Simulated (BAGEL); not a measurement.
**C4H6S (2,5-dihydrothiophene) at 3 levels**

Aim: a comparison of 3 runs (B3LYP/6-31G*, PBE0/6-31G*, RI-MP2/6-31G*) of C4H6S (2,5-dihydrothiophene). 

The calculation is run with BAGEL 1.2.2.

2 further runs of the same task are left out: 2 set aside as unsound or not needed. Runs told in other sessions of the task aren't counted.

### Step 1. Starting point

The species is C4H6S (11 atoms), meant as a singlet with charge 0. As SMILES, `C1=CCSC1`. Geometry: relaxed at PBE0-D4/def2-TZVP. This is one conformer, not always the lowest.

Bond lengths: C1–C2 1.324 Å, C2–C3 1.492 Å, C3–S4 1.820 Å, C1–C5 1.492 Å, S4–C5 1.820 Å, C1–H6 1.085 Å, C2–H7 1.085 Å, C3–H8 1.094 Å, C3–H9 1.094 Å, C5–H10 1.094 Å, C5–H11 1.094 Å. Some angles: C1–C2–C3 117.0°, C2–C1–C5 117.0°, C2–C3–S4 105.6°, C3–S4–C5 94.7°, C1–C5–S4 105.6°, C1–C2–H7 123.1°, C3–C2–H7 119.9°, C2–C1–H6 123.1°, C5–C1–H6 119.9°, C2–C3–H8 111.7°.

### Step 2. A single-point energy at B3LYP/6-31G(d) (density fitting with cc-pvqz-jkfit, spherical functions) (run 1)

Input file input.json:

```json
{ "bagel" : [

{
  "title" : "molecule",
  "basis" : "6-31gs.json",
  "df_basis" : "cc-pvqz-jkfit",
  "angstrom" : true,
  "geometry" : [
    { "atom" : "C", "xyz" : [    0.296770,    1.008890,   -0.199060 ] },
    { "atom" : "C", "xyz" : [    0.410020,    0.329960,    0.931960 ] },
    { "atom" : "C", "xyz" : [   -0.090630,   -1.075180,    0.931040 ] },
    { "atom" : "S", "xyz" : [   -0.722310,   -1.370020,   -0.750060 ] },
    { "atom" : "C", "xyz" : [   -0.319610,    0.297940,   -1.356520 ] },
    { "atom" : "H", "xyz" : [    0.627710,    2.036170,   -0.309910 ] },
    { "atom" : "H", "xyz" : [    0.842390,    0.748930,    1.834540 ] },
    { "atom" : "H", "xyz" : [    0.705260,   -1.789120,    1.163490 ] },
    { "atom" : "H", "xyz" : [   -0.890310,   -1.220880,    1.663500 ] },
    { "atom" : "H", "xyz" : [    0.368070,    0.232880,   -2.205080 ] },
    { "atom" : "H", "xyz" : [   -1.227380,    0.800440,   -1.703890 ] }
  ]
},
{ "title" : "ks", "xc_func" : "b3lyp" },
{ "title" : "print", "file" : "orbitals.molden", "orbitals" : true }

]}
```

The basis set 6-31G* is read from a file made from the Basis Set Exchange's data (not shown).

Run with:

```bash
$ BAGEL_NUM_THREADS=1 BAGEL input.json > input.out
```

Log:

```text
* using 1 threads per process

  ===============================================================
  ===============================================================

  *** Geometry ***

  { "atom" : "C", "xyz" : [      0.560814,      1.906526,     -0.376169 ] },
  { "atom" : "C", "xyz" : [      0.774826,      0.623534,      1.761149 ] },
  { "atom" : "C", "xyz" : [     -0.171266,     -2.031796,      1.759411 ] },
  { "atom" : "S", "xyz" : [     -1.364968,     -2.588963,     -1.417408 ] },
  { "atom" : "C", "xyz" : [     -0.603975,      0.563025,     -2.563451 ] },
  { "atom" : "H", "xyz" : [      1.186200,      3.847804,     -0.585645 ] },
  { "atom" : "H", "xyz" : [      1.591886,      1.415273,      3.466778 ] },
  { "atom" : "H", "xyz" : [      1.332748,     -3.380947,      2.198677 ] },
  { "atom" : "H", "xyz" : [     -1.682442,     -2.307129,      3.143559 ] },
  { "atom" : "H", "xyz" : [      0.695551,      0.440079,     -4.166997 ] },
  { "atom" : "H", "xyz" : [     -2.319412,      1.512612,     -3.219885 ] },

  Number of auxiliary basis functions:      878

  Since a DF basis is specified, we compute 2- and 3-index integrals:
    o Being stored without compression. Storage requirement is 0.052 GB

  Number of basis functions:       86
  Number of electrons      :       46

    * METHOD: MOLECULE                             1.05

  *** Kohn-Sham DFT ***

    * Removing 22997 points whose weight is below 1.00e-10
    * Grid points: 140969

  === Nuclear Repulsion ===
   217.1329679672

       - DIIS with orbital gradients will be used.

  === KS iteration (b3lyp / 6-31gs.json) ===
      0       -499.52711000          0.16100340           0.67
      1       -416.15145090          0.20973582           0.64
      2       -474.23698510          0.12505162           0.66
      3       -526.86823472          0.15656582           0.65
      4       -540.98253404          0.10972972           0.65
      5       -541.23766367          0.11671458           0.65
      6       -542.32476433          0.10984440           0.64
      7       -544.04880438          0.09899302           0.65
      8       -487.49667317          0.19437907           0.65
      9       -553.75764866          0.02712983           0.65
     10       -553.95658781          0.02161689           0.64
     11       -554.17261470          0.00688468           0.64
     12       -554.18814091          0.00423448           0.64
     13       -554.19738917          0.00032278           0.64
     14       -554.19745308          0.00009536           0.65
     15       -554.19745659          0.00004466           0.65
     16       -554.19745775          0.00000610           0.66
     17       -554.19745778          0.00000210           0.66
     18       -554.19745778          0.00000103           0.66
     19       -554.19745778          0.00000039           0.66
     20       -554.19745778          0.00000010           0.67
     21       -554.19745778          0.00000001           0.66
     22       -554.19745778          0.00000000           0.67
    * SCF iteration converged.

    * Permanent dipole moment:
           (   -0.326247,    -0.619031,    -0.338929) a.u.

    * METHOD: KS                                  15.96

    * METHOD: PRINT                                0.02

  ===============================================================
```

It took 17 s on 1 thread of Arm Neoverse V1, shared host; peak memory 0.59 GiB.

### Step 3. A single-point energy at PBE0/6-31G(d) (density fitting with cc-pvqz-jkfit, spherical functions) (run 2)

Input file input.json:

```json
{ "bagel" : [

{
  "title" : "molecule",
  "basis" : "6-31gs.json",
  "df_basis" : "cc-pvqz-jkfit",
  "angstrom" : true,
  "geometry" : [
    { "atom" : "C", "xyz" : [       0.296770,       1.008890,      -0.199060 ] },
    { "atom" : "C", "xyz" : [       0.410020,       0.329960,       0.931960 ] },
    { "atom" : "C", "xyz" : [      -0.090630,      -1.075180,       0.931040 ] },
    { "atom" : "S", "xyz" : [      -0.722310,      -1.370020,      -0.750060 ] },
    { "atom" : "C", "xyz" : [      -0.319610,       0.297940,      -1.356520 ] },
    { "atom" : "H", "xyz" : [       0.627710,       2.036170,      -0.309910 ] },
    { "atom" : "H", "xyz" : [       0.842390,       0.748930,       1.834540 ] },
    { "atom" : "H", "xyz" : [       0.705260,      -1.789120,       1.163490 ] },
    { "atom" : "H", "xyz" : [      -0.890310,      -1.220880,       1.663500 ] },
    { "atom" : "H", "xyz" : [       0.368070,       0.232880,      -2.205080 ] },
    { "atom" : "H", "xyz" : [      -1.227380,       0.800440,      -1.703890 ] }
  ]
},

{
  "title" : "ks",
  "xc_func" : "pbe0",
  "charge" : 0
},

{
  "title" : "print",
  "file" : "orbitals.molden",
  "orbitals" : true
}

]}
```

The basis set 6-31G* is read from a file made from the Basis Set Exchange's data (not shown).

Run with:

```bash
$ BAGEL_NUM_THREADS=1 BAGEL input.json > input.out
```

Log:

```text
* using 1 threads per process

  ===============================================================
  ===============================================================

  *** Geometry ***

  { "atom" : "C", "xyz" : [      0.560814,      1.906526,     -0.376169 ] },
  { "atom" : "C", "xyz" : [      0.774826,      0.623534,      1.761149 ] },
  { "atom" : "C", "xyz" : [     -0.171266,     -2.031796,      1.759411 ] },
  { "atom" : "S", "xyz" : [     -1.364968,     -2.588963,     -1.417408 ] },
  { "atom" : "C", "xyz" : [     -0.603975,      0.563025,     -2.563451 ] },
  { "atom" : "H", "xyz" : [      1.186200,      3.847804,     -0.585645 ] },
  { "atom" : "H", "xyz" : [      1.591886,      1.415273,      3.466778 ] },
  { "atom" : "H", "xyz" : [      1.332748,     -3.380947,      2.198677 ] },
  { "atom" : "H", "xyz" : [     -1.682442,     -2.307129,      3.143559 ] },
  { "atom" : "H", "xyz" : [      0.695551,      0.440079,     -4.166997 ] },
  { "atom" : "H", "xyz" : [     -2.319412,      1.512612,     -3.219885 ] },

  Number of auxiliary basis functions:      878

  Since a DF basis is specified, we compute 2- and 3-index integrals:
    o Being stored without compression. Storage requirement is 0.052 GB

  Number of basis functions:       86
  Number of electrons      :       46

    * METHOD: MOLECULE                             1.06

  *** Kohn-Sham DFT ***

    * Removing 22997 points whose weight is below 1.00e-10
    * Grid points: 140969

  === Nuclear Repulsion ===
   217.1329679672

       - DIIS with orbital gradients will be used.

  === KS iteration (pbe0 / 6-31gs.json) ===
      0       -499.25938695          0.16052911           0.69
      1       -416.50227319          0.20842651           0.65
      2       -473.98446427          0.12499244           0.66
      3       -527.49897151          0.15397067           0.66
      4       -542.82825162          0.09977191           0.64
      5       -543.79933209          0.09686007           0.64
      6       -543.76996550          0.09707104           0.65
      7       -545.12835212          0.08885773           0.64
      8       -497.72528605          0.20275419           0.65
      9       -550.68593142          0.06047480           0.65
     10       -553.68330498          0.01791635           0.70
     11       -553.78562461          0.01041081           0.66
     12       -553.85475704          0.00117344           0.65
     13       -553.85507964          0.00100912           0.65
     14       -553.85557663          0.00024524           0.65
     15       -553.85560693          0.00002144           0.65
     16       -553.85560726          0.00000500           0.66
     17       -553.85560727          0.00000323           0.66
     18       -553.85560728          0.00000026           0.64
     19       -553.85560728          0.00000011           0.66
     20       -553.85560728          0.00000004           0.65
     21       -553.85560728          0.00000003           0.66
     22       -553.85560728          0.00000001           0.67
    * SCF iteration converged.

    * Permanent dipole moment:
           (   -0.334217,    -0.634157,    -0.347212) a.u.

    * METHOD: KS                                  16.02

    * METHOD: PRINT                                0.02

  ===============================================================
```

It took 17 s on 1 thread of Arm Neoverse V1, shared host; peak memory 0.59 GiB.

### Step 4. The energy at RI-MP2/6-31G(d) (density fitting with cc-pvqz-jkfit, spherical functions) (run 3)

Input file job.json:

```json
{ "bagel" : [

{
  "title" : "molecule",
  "basis" : "6-31gs.json",
  "df_basis" : "cc-pvqz-jkfit",
  "angstrom" : true,
  "geometry" : [
    { "atom" : "C", "xyz" : [    0.296770,    1.008890,   -0.199060 ] },
    { "atom" : "C", "xyz" : [    0.410020,    0.329960,    0.931960 ] },
    { "atom" : "C", "xyz" : [   -0.090630,   -1.075180,    0.931040 ] },
    { "atom" : "S", "xyz" : [   -0.722310,   -1.370020,   -0.750060 ] },
    { "atom" : "C", "xyz" : [   -0.319610,    0.297940,   -1.356520 ] },
    { "atom" : "H", "xyz" : [    0.627710,    2.036170,   -0.309910 ] },
    { "atom" : "H", "xyz" : [    0.842390,    0.748930,    1.834540 ] },
    { "atom" : "H", "xyz" : [    0.705260,   -1.789120,    1.163490 ] },
    { "atom" : "H", "xyz" : [   -0.890310,   -1.220880,    1.663500 ] },
    { "atom" : "H", "xyz" : [    0.368070,    0.232880,   -2.205080 ] },
    { "atom" : "H", "xyz" : [   -1.227380,    0.800440,   -1.703890 ] }
  ]
},
{
  "title" : "hf",
  "charge" : 0
},
{
  "title" : "mp2",
  "charge" : 0,
  "ncore" : 9
}

]}
```

The basis set 6-31G* is read from a file made from the Basis Set Exchange's data (not shown).

Run with:

```bash
$ BAGEL_NUM_THREADS=1 BAGEL job.json > job.out
```

Log:

```text
* using 1 threads per process

  ===============================================================
  ===============================================================

  *** Geometry ***

  { "atom" : "C", "xyz" : [      0.560814,      1.906526,     -0.376169 ] },
  { "atom" : "C", "xyz" : [      0.774826,      0.623534,      1.761149 ] },
  { "atom" : "C", "xyz" : [     -0.171266,     -2.031796,      1.759411 ] },
  { "atom" : "S", "xyz" : [     -1.364968,     -2.588963,     -1.417408 ] },
  { "atom" : "C", "xyz" : [     -0.603975,      0.563025,     -2.563451 ] },
  { "atom" : "H", "xyz" : [      1.186200,      3.847804,     -0.585645 ] },
  { "atom" : "H", "xyz" : [      1.591886,      1.415273,      3.466778 ] },
  { "atom" : "H", "xyz" : [      1.332748,     -3.380947,      2.198677 ] },
  { "atom" : "H", "xyz" : [     -1.682442,     -2.307129,      3.143559 ] },
  { "atom" : "H", "xyz" : [      0.695551,      0.440079,     -4.166997 ] },
  { "atom" : "H", "xyz" : [     -2.319412,      1.512612,     -3.219885 ] },

  Number of auxiliary basis functions:      878

  Since a DF basis is specified, we compute 2- and 3-index integrals:
    o Being stored without compression. Storage requirement is 0.052 GB

  Number of basis functions:       86
  Number of electrons      :       46

    * METHOD: MOLECULE                             1.07

  *** RHF ***

  === Nuclear Repulsion ===
   217.1329679672

      * DIIS with orbital gradients will be used.

  === RHF iteration (6-31gs.json) ===
      0       -552.35472741          0.01214996           0.21
      1       -552.44187887          0.00413384           0.21
      2       -552.45125139          0.00162013           0.22
      3       -552.45281806          0.00016921           0.22
      4       -552.45284708          0.00005739           0.21
      5       -552.45285010          0.00001405           0.21
      6       -552.45285032          0.00000290           0.22
      7       -552.45285033          0.00000067           0.22
      8       -552.45285033          0.00000019           0.22
      9       -552.45285033          0.00000006           0.21
     10       -552.45285033          0.00000002           0.21
     11       -552.45285033          0.00000000           0.21
    * SCF iteration converged.

    * Permanent dipole moment:
           (   -0.344586,    -0.653853,    -0.357992) a.u.

    * METHOD: HF                                   2.97

  *** RHF ***

  === Nuclear Repulsion ===
   217.1329679672

      * DIIS with orbital gradients will be used.

  === RHF iteration (6-31gs.json) ===
      0       -552.45285033          0.00000000           0.21
    * SCF iteration converged.

    * Permanent dipole moment:
           (   -0.344585,    -0.653853,    -0.357991) a.u.

  === DF-MP2 calculation ===

    * freezing 9 orbitals
    * 3-index integral transformation done
    * assembly done

      MP2 correlation energy:   -0.6257110631      0.14

      MP2 total energy:       -553.0785613906

    * METHOD: MP2                                  0.58

  ===============================================================
```

Run time: 4.8 s. Hardware: 1 thread of Arm Neoverse V1, shared host; peak memory 0.2 GiB.

### Step 5. The series

```
run                                                                    level  frozen core orbitals  energy (Eh)  dipole moment (D)  HOMO energy (eV)  LUMO energy (eV)  wall time
  1   B3LYP/6-31G* (density fitting with cc-pvqz-jkfit, spherical functions)                     –  -554.197458               1.98             -5.78              0.50       17 s
  2    PBE0/6-31G* (density fitting with cc-pvqz-jkfit, spherical functions)                     –  -553.855607               2.02             -6.04              0.67       17 s
  3  RI-MP2/6-31G* (density fitting with cc-pvqz-jkfit, spherical functions)                     9  -553.078561                  –                 –                 –      4.8 s
```

### Step 6. What came out

| quantity | value |
| --- | --- |
| run 3: total energy | -553.07856 Eh |
| run 3: correlation energy (9 core orbitals frozen) | -625.7 mEh |

In words: Totals of different functionals can't be ranked against each other. All runs together took 40 s, the longest 17 s.
